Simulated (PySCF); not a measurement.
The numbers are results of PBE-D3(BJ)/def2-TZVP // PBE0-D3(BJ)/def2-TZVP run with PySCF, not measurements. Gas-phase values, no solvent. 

Reference species (SMILES): `[SiH2]` (lower singlet) (neutral, multiplicity 1).

The dipole moment comes out as 0.15 D.

Changed species: `C#C[SiH]` (lower singlet) (X = ethynyl, multiplicity 1; the reference has X = H, multiplicity 1).

Question: Give the shifts of the dipole moment.

Answer: the dipole moment rises by 0.88 D, to 1.03 D.
